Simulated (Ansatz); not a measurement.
This geometry of AlH5O2 (8 atoms, charge 0, multiplicity 1) is a first-order saddle point.

Theory: RKS PBE-D4/def2-SVP (Ansatz).

```xyz
8
Properties=species:S:1:pos:R:3
Al -0.097 0.220 0.011
H 0.036 0.027 1.789
H 1.245 -0.176 -0.743
O -1.683 -0.192 -0.526
H -1.894 -0.911 -1.139
O -0.209 1.960 0.730
H -1.104 2.354 0.729
H -0.126 1.079 1.615
```

Which two structures does it join? (They come from a converged band through this point; their orientation in space is the band's.)

Bonds broken: Al1–H2, O6–H8. Bonds formed: H2–H8. AlH5O2 becomes AlH3O2 + H2.

First end point:

```xyz
8
Properties=species:S:1:pos:R:3
Al 0.105 -0.066 0.263
H 0.332 -0.690 1.724
H 1.219 -0.112 -0.887
O -1.601 0.011 -0.268
H -1.923 -0.296 -1.129
O -0.310 1.861 0.729
H -1.219 1.641 0.346
H -0.436 2.012 1.687
```

Last end point:

```xyz
8
Properties=species:S:1:pos:R:3
Al -0.229 0.584 -0.301
H 0.049 -0.264 2.124
H 1.180 -0.036 -0.678
O -1.736 -0.206 -0.562
H -1.804 -1.088 -0.959
O -0.257 2.203 0.280
H -1.086 2.660 0.491
H 0.051 0.507 2.068
```

How far does it lie above each of them?

55.6 kJ/mol above the first and 69.2 kJ/mol above the second. This is the barrier of this one path; another mechanism may lie lower. The orbitals stay closed-shell, which can raise the energy where a bond breaks towards radicals; this wasn't checked here.

Run time: 100 s on 1 thread of Arm Neoverse V2 (shared host), peak memory 0.12 GiB.
